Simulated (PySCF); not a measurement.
Computed with PBE0/[S def2-SVP, F def2-SVP], no relativity, density fitting, PySCF.

Each entry is the lowest minimum that a search over a few typed start shapes (and spin states, where more than one is plausible) found, or that minimum re-optimised at the stated level; isomers with ligand–ligand bonds, or fragments after loss of a ligand pair, can lie lower. Open shells are unrestricted.

SF₅ is a doublet of C4v symmetry with S–F 1.571 Å, S–F 1.620 Å (×4); F–S–F 90.0° (×4), F–S–F 91.5° (×4), F–S–F 177.1° (×2). Its wavenumbers are 235, 348 (×2), 446, 507 (×2), 538, 624, 659, 901 (×2), 921 cm⁻¹.

What changes when one electron is removed, giving SF₅⁺?

It costs 10.16 eV between the minima (10.22 eV with zero-point energy). SF₅⁺ is a singlet of D3h symmetry with S–F 1.528 Å (×3), S–F 1.549 Å (×2); F–S–F 90.0° (×6), F–S–F 120.0° (×3), F–S–F 180.0°; wavenumbers 157 (×2), 534 (×2), 553 (×2), 598, 735, 822, 1070 (×2), 1092 cm⁻¹.
